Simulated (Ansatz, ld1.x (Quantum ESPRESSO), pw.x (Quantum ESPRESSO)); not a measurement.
**As (Z = 33): does the PAW potential hold in the solid?**

ld1.x (Quantum ESPRESSO) 7.5 input, shortened:

```
&input
   title='As', zed=33., rel=1, dft='PBESOL', iswitch=3,
   config='[Ar] 3d10 4s2 4p3'
 /
 &inputp
   pseudotype=3, lpaw=.true., tm=.true., lloc=-1, rcloc=1.55,
   nlcc=.true., new_core_ps=.true., rcore=1.45,
   which_augfun='PSQ', rmatch_augfun_nc=.true.
 /
4
4S  1  0   2.00   0.00  1.05  1.45  0.0
4S  1  0   0.00  -0.65  1.05  1.45  0.0
4P  2  1   3.00   0.00  1.55  2.05  0.0
4P  2  1   0.00   1.60  1.55  2.05  0.0
 &test
   configts(1)='4s2 4p3'
 /
```

Atomic tests: cutoffs needed: 18 Ry and 30 Ry (the cutoffs (Ry, on a coarse ladder) from which the occupation-weighted sum of valence levels, in a spherical-Bessel basis at the reference potential, stays within 10 and 1 mRy of its value at 400 Ry); ghost test: no extra level below or beside the all-electron valence levels (s, p, d, f tested) (spherical-Bessel basis up to 400 Ry, 20 bohr box); configuration tests: test run stopped at test 2 of 7 (negative rho).

Crystal test: diamond As in pw.x 7.5, no spin, 8³ k-points, Fermi–Dirac smearing 0.01 Ry, cutoffs 40/320 Ry. The reference is all-electron LAPW (Ansatz 0.2.0) with the same functional, mesh and smearing; V0 and B0 come from Birch–Murnaghan fits to the pressures at five volumes. Errors are pseudo minus all-electron; Δ is the rms difference of the E(V) curves that follow from these fits, minima aligned, over ±6 % about the mean V0. Mesh and smearing are coarse, so the numbers serve the comparison and aren't converged zero-temperature values; the lattice is a test structure that the element need not adopt.

All-electron: a0 = 6.020 Å (V0 = 27.27 Å³/atom), B0 = 51.0 GPa.

Problem. How far does the potential miss the all-electron equation of state?

Solution. mean pressure error (GPa): -8.29. The pressure does not cross zero within the volumes sampled, so no fit is given. This is a poor potential for the solid. Atomic configuration tests: test run stopped at test 2 of 7 (negative rho). The logarithmic derivative shows an extra or strongly shifted pseudo pole above the reference energy (s near 0.18 Ry).

| V (Å³/atom) | P all-electron (GPa) | P pseudo (GPa) |
| --- | --- | --- |
| 25.917 | 2.86 | -7.13 |
| 26.599 | 1.34 | -7.70 |
| 27.281 | -0.01 | -8.21 |
| 27.963 | -1.22 | -8.67 |
| 28.645 | -2.29 | -9.06 |

Problem. At the middle volume, how do free energy and pressure move when the wave cutoff is lowered (ecutrho held at 320 Ry)?

Solution.

```csv
cutoff (Ry),shift of F (meV/atom),shift of P (GPa)
18,+58.0,-1.12
24,+14.2,+0.02
32,+7.4,-0.08
```

Input at the middle volume:

```
&control
  calculation='scf', prefix='x', pseudo_dir='./', outdir='./tmp', tstress=.true., disk_io='none'
/
&system
  ibrav=0, nat=2, ntyp=1, ecutwfc=40, ecutrho=320, nbnd=12,
  occupations='smearing', smearing='fd', degauss=0.01
/
&electrons
  conv_thr=1e-09, mixing_beta=0.4, electron_maxstep=70
/
ATOMIC_SPECIES
As 1.0 As.UPF
CELL_PARAMETERS angstrom
  0.00000000 3.01037151 3.01037151
  3.01037151 0.00000000 3.01037151
  3.01037151 3.01037151 0.00000000
ATOMIC_POSITIONS crystal
As 0.0000 0.0000 0.0000
As 0.2500 0.2500 0.2500
K_POINTS automatic
8 8 8 0 0 0
```

```bash
pw.x < As.scf.in > As.scf.out
```

Lines of the output:

```
Message from routine setup:
     using ibrav=0 with symmetry is DISCOURAGED, use correct ibrav instead
     lattice parameter (alat)  =       8.0451  a.u.
     unit-cell volume          =     368.2026 (a.u.)^3
     number of electrons       =        10.00
     number of Kohn-Sham states=           12
     kinetic-energy cutoff     =      40.0000  Ry
     charge density cutoff     =     320.0000  Ry
     scf convergence threshold =      1.0E-09
     Exchange-correlation= SLA  PW   PSX  PSC
     number of k points=    29  Fermi-Dirac smearing, width (Ry)=  0.0100
     iteration #  1     ecut=    40.00 Ry     beta= 0.40
     total energy              =    -345.53920537 Ry
     estimated scf accuracy    <       0.01558128 Ry
     iteration #  2     ecut=    40.00 Ry     beta= 0.40
     total energy              =    -345.53812327 Ry
     estimated scf accuracy    <       0.00453704 Ry
     iteration #  3     ecut=    40.00 Ry     beta= 0.40
     total energy              =    -345.53839719 Ry
     estimated scf accuracy    <       0.00004447 Ry
     iteration #  4     ecut=    40.00 Ry     beta= 0.40
     c_bands:  1 eigenvalues not converged
     c_bands:  2 eigenvalues not converged
     c_bands:  1 eigenvalues not converged
     c_bands:  1 eigenvalues not converged
     c_bands:  1 eigenvalues not converged
     c_bands:  1 eigenvalues not converged
     c_bands:  2 eigenvalues not converged
     total energy              =    -345.53866062 Ry
     estimated scf accuracy    <       0.00000105 Ry
     iteration #  5     ecut=    40.00 Ry     beta= 0.40
     total energy              =    -345.53866093 Ry
     estimated scf accuracy    <       0.00000105 Ry
     iteration #  6     ecut=    40.00 Ry     beta= 0.40
     total energy              =    -345.53865982 Ry
     estimated scf accuracy    <       0.00000156 Ry
     iteration #  7     ecut=    40.00 Ry     beta= 0.40
     total energy              =    -345.53866015 Ry
     estimated scf accuracy    <       0.00000058 Ry
     iteration #  8     ecut=    40.00 Ry     beta= 0.40
     total energy              =    -345.53866004 Ry
     estimated scf accuracy    <       0.00000041 Ry
     iteration #  9     ecut=    40.00 Ry     beta= 0.40
     total energy              =    -345.53866008 Ry
     estimated scf accuracy    <       0.00000003 Ry
     iteration # 10     ecut=    40.00 Ry     beta= 0.40
     total energy              =    -345.53866008 Ry
     estimated scf accuracy    <       0.00000009 Ry
     iteration # 11     ecut=    40.00 Ry     beta= 0.40
     total energy              =    -345.53866007 Ry
     estimated scf accuracy    <       0.00000007 Ry
     iteration # 12     ecut=    40.00 Ry     beta= 0.40
     total energy              =    -345.53866007 Ry
     estimated scf accuracy    <          9.2E-09 Ry
     iteration # 13     ecut=    40.00 Ry     beta= 0.40
     total energy              =    -345.53866007 Ry
     estimated scf accuracy    <          2.9E-09 Ry
     iteration # 14     ecut=    40.00 Ry     beta= 0.40
     the Fermi energy is     4.6162 ev
!    total energy              =    -345.53866007 Ry
     estimated scf accuracy    <          1.1E-11 Ry
     smearing contrib. (-TS)   =      -0.00685393 Ry
     The total energy is F=E-TS. E is the sum of the following terms:
     one-electron contribution =       4.01170512 Ry
     hartree contribution      =       2.63386957 Ry
     xc contribution           =     -26.10305373 Ry
     ewald contribution        =     -23.67291508 Ry
     one-center paw contrib.   =    -302.40141201 Ry
     convergence has been achieved in  14 iterations
          total   stress  (Ry/bohr**3)                   (kbar)     P=      -82.15
     Message from routine punch:
     Nothing written, as per user request (disk_io='none')
```

The run at the middle volume (29 k-points, 14 iterations) took about 18 s on one core of a shared host (Neoverse-V1, 32 threads, 247 GiB, load 26).
